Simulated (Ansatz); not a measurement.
Crystal: CuO₂, fluorite type, 3 atoms in the cell.

Method: r²SCAN, plane waves, PAW datasets (generated hard set) (Ansatz).

Cutoff 700 eV; k-mesh 12×12×12 Γ-centred; Fermi–Dirac smearing of 0.1 eV; no spin polarisation.

| V (Å³/atom) | a (Å) | E − E(min) (meV/atom) | P (GPa) |
| --- | --- | --- | --- |
| 8.658 | 4.7011 | 10.44 | 9.68 |
| 8.941 | 4.7517 | 0.00 | 2.37 |
| 9.223 | 4.8012 | 1.36 | -3.74 |
| 9.505 | 4.8497 | 12.58 | -8.84 |
| 9.788 | 4.8972 | 32.02 | -13.10 |

(1) Fit a third-order Birch–Murnaghan equation of state to the energies.

Answers

(1) V₀ = 9.044 Å³/atom (a₀ = 4.770 Å), B₀ = 200 GPa, B₀′ = 4.77.

The stress includes the program's correction for the finite plane-wave basis.

This cubic structure is a model: it isn't the usual form of the substance at ambient conditions, and such phases are metastable or hypothetical. The k-mesh is modest, so these values aren't fully converged in k. Spin polarisation is left out, and a magnetic state may lie lower. Potentials made with PBE were used with another functional.
